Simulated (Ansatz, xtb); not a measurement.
**Two structures of AlH3OSi**

We compare a, a singlet given by its coordinates, with b, `[AlH2][O][SiH]`, a singlet. Both are isolated molecules in the gas phase, relaxed with B3LYP-D4/def2-TZVP; the shapes shown needn't be the lowest conformers.

a (Å):

```xyz
6

Al    0.0128   -1.0399    0.3781
O    -1.2449   -0.2853   -0.6728
Si   -0.3278    0.8207   -1.4007
H    -0.0102   -0.5747    1.8819
H     1.0109    0.2790   -0.5181
H     0.5875   -2.4073   -0.1494
```

Close contacts (Å): Al1–O2 1.80, Al1–Si3 2.60, O2–Si3 1.61, Al1–H4 1.57, Al1–H5 1.88, Al1–H6 1.57, Si3–H5 1.69.

b (Å):

```xyz
6

Al   -0.1147   -1.8361    1.8523
O     1.4478   -1.1809    1.9497
Si    2.9630   -0.5617    1.9181
H    -1.3078   -0.8354    1.6398
H    -0.2541   -3.3972    1.9690
H     3.1202   -0.3025    3.4323
```

Q: Estimate which is lower in electronic energy at CCSD(T)/def2-TZVPP, and by roughly how much.

A: The CCSD(T)/def2-TZVPP calculation puts structure a lower, by 0.179 eV.

Level by level:

| level | geometry | E(b) − E(a) (eV) | departure from the last row (eV) | job, with rough time for the two |
| --- | --- | --- | --- | --- |
| B3LYP-D4/def2-TZVP | B3LYP-D4/def2-TZVP | +0.130 | −0.049 | optimisation, 37 s |
| HF/def2-TZVPP | B3LYP-D4/def2-TZVP | −0.118 | −0.297 | part of the CCSD(T) run |
| MP2/def2-TZVPP | B3LYP-D4/def2-TZVP | +0.193 | +0.014 | part of the CCSD(T) run |
| CCSD(T)/def2-TZVPP | B3LYP-D4/def2-TZVP | +0.179 |  | single point, 18 s |

HF/def2-TZVPP puts the two in the other order. The largest departure from CCSD(T)/def2-TZVPP is that of HF/def2-TZVPP, 0.297 eV. Levels run at GFN2-xTB geometries aren't shown.

With harmonic frequencies from B3LYP-D4/def2-TZVP (ideal gas, rigid rotor, one conformer each, 298.15 K, 1 atm): the zero-point term adds −0.033 eV; ΔH is +0.176 and ΔG +0.105 eV.

The correlated steps freeze 11 core orbitals. Codes used: Ansatz 0.2.0; the last row on 2 threads of Arm Neoverse V1 on a shared host.
